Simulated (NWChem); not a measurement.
System: C4H6; SMILES CC#CC

Program: NWChem. Pople sets run with spherical d functions. The geometry was optimised at PBE0/def2-SVP.

Among these, which level gives the lowest value of “orbital gap (eV)”?
(A) B3LYP/3-21G
(B) B3LYP/6-31G*
(C) B3LYP/def2-SVP
(D) B3LYP/def2-SVPD

D, B3LYP/def2-SVPD. Values: B3LYP/def2-SVPD 7.36; B3LYP/def2-SVP 8.28; B3LYP/6-31G* 8.34; B3LYP/3-21G 8.60
